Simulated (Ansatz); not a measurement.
## How far each method lies from RCCSDTQ for B–CH2, doublet

Geometry: a PBE0/def2-TZVP stationary point for this spin, not checked as a minimum.

```yaml
atoms:
  - { symbol: B, position_ang: [0.0000, 0.0000, 0.8265] }
  - { symbol: C, position_ang: [0.0000, 0.0000, -0.5553] }
  - { symbol: H, position_ang: [0.0000, -0.9252, -1.1237] }
  - { symbol: H, position_ang: [0.0000, 0.9252, -1.1237] }
```

Basis cc-pVDZ; Ansatz 0.2.0. Correlated methods freeze the noble-gas cores, which leaves 9 electrons in 36 orbitals. R marks a restricted (for open shells ROHF) determinant, U an unrestricted one. Active spaces: valence = (9e, 10o) chosen from the atoms' valence shells.

Full CI isn't at hand for all of this; RCCSDTQ serves as the reference, and is uncertain by about the last step of the cluster series. The frozen core follows each run's orbitals, which can shift R against U totals by a few meV.

Unrestricted rows (U) aren't spin-pure: their determinants' ⟨S²⟩ exceeds S(S+1) by up to 0.17, so they mix in states of higher spin. For open shells CISD is restricted-active-space CI with the open shells as a complete middle space.

The UHF ⟨S²⟩ is 0.922. The T1 diagnostic (RCCSD) is 0.0248. The largest doubles amplitude (RCCSD) is 0.113 and the T1 diagnostic (UCCSD) is 0.0461.

| level | E − E(RCCSDTQ) (kJ/mol) | share of correlation (%) | wall time |
| --- | --- | --- | --- |
| RHF | 586.3 | 0.00 | – |
| UHF | 570.9 | 2.62 | – |
| RMP2 | 91.6 | 84.37 | – |
| UMP2 | 105.5 | 82.01 | – |
| CISD | 60.0 | 89.77 | 1.2 s |
| RCCSD | 24.5 | 95.81 | – |
| UCCSD | 24.5 | 95.83 | – |
| RCCSD(T) | 3.8 | 99.35 | 3 s |
| UCCSD(T) | 4.5 | 99.23 | 3.7 s |
| BCCD(T) | 3.9 | 99.33 | 1.7 s |
| RCCSDT | 1.3 | 99.78 | – |
| UCCSDT | 1.2 | 99.79 | – |
| RCCSDT(Q) | 0.0 | 100.01 | 14 s |
| UCCSDT(Q) | -0.2 | 100.03 | 13 s |
| CASSCF (valence space) | 296.6 | 49.41 | – |
| NEVPT2 (valence space) | 65.6 | 88.80 | 5.5 s |
| MRCISD (valence space) | 15.5 | 97.36 | – |
| MRCISD+Q (valence space) | 2.5 | 99.57 | 28 s (H100) |

The correlation energy at RCCSDTQ, counted from RHF, is -6.076 eV. That run took 71 s on 2 threads of AMD EPYC 7R13 with a shared H100 80 GB, shared host.

Times hold each run's SCF and search for its determinant on a shared host, so for small cases they say little of a method's own cost; rows without a card ran on 1 thread of AMD EPYC 7R13.

Natural occupations of CASSCF (valence space) about the gap: 1.983 1.970 1.969 1.927 1.003 0.074 0.022 0.022 0.017 0.015; effectively unpaired electrons, Σ n²(2−n)², 1.05.

Atomization energy (electronic, same basis, no zero-point term; atoms at the same level, unrestricted beside the R rows where the molecule is a closed shell, with restricted open-shell steps beyond CCSDT(Q)) at RCCSDTQ: 1192.0 kJ/mol. Errors of other levels:

```tsv
level	error (kJ/mol)
RHF	-215.0
UHF	-219.3
RMP2	29.6
UMP2	14.4
CISD	-52.1
RCCSD	-17.9
UCCSD	-18.3
RCCSD(T)	-2.0
UCCSD(T)	-2.8
BCCD(T)	-2.1
RCCSDT	-1.3
UCCSDT	-1.3
RCCSDT(Q)	0.0
UCCSDT(Q)	0.0
CASSCF (valence space)	-62.6
NEVPT2 (valence space)	-5.9
MRCISD (valence space)	-13.2
MRCISD+Q (valence space)	-6.7
```

This basis is far from its limit, so the value isn't to be set against a measured one. Truncated CI isn't size-consistent, which counts against it in atomization.
